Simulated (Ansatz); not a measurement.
The same path of AlH₅S (7 atoms, charge 0, multiplicity 1) was run twice with different band settings. Lost on the way: Al1–H2, S5–H7. Made: H2–H7.

The calculation used RKS PBE0-D4/cc-pVDZ in Ansatz 0.2.0.

Relaxed end points:

```xyz
7
Properties=species:S:1:pos:R:3
Al -0.049 0.073 -0.010
H -0.583 0.534 1.432
H 1.511 0.243 -0.341
H -1.101 -0.050 -1.214
S 0.085 -2.462 0.471
H -1.118 -2.597 1.083
H 0.754 -2.384 1.649
```

```xyz
7
Properties=species:S:1:pos:R:3
Al 0.108 -0.695 -0.270
H 0.060 0.340 1.930
H 1.502 0.038 -0.466
H -1.312 -0.024 -0.506
S 0.200 -2.868 0.145
H -1.147 -3.023 0.147
H 0.088 -0.411 2.089
```

Common settings: movable images 5; climbing image yes; spring 5.0 eV/Å²; optimiser quadratic models (default); force threshold 0.03 eV/Å; iteration limit 60; end points relaxed.

| run | start path |
| --- | --- |
| 1 | through a guess of the saddle point |
| 2 | straight line |

(1) What does each run give, and how far can it be trusted?

Results:

(1) Run 1: converged after 13 iterations, highest image 0.473 eV above the first end. A vibrational analysis at the climbing image gives one clearly imaginary mode, 942i cm⁻¹: a first-order saddle point.
Run 2: converged after 10 iterations, highest image 0.473 eV above the first end. Another band between the same ends (5 images) ends at a top of the same energy, where a vibrational analysis finds 1 clearly imaginary mode.
The orbitals stay closed-shell, which can raise the energy where a bond breaks towards radicals; this wasn't checked here.
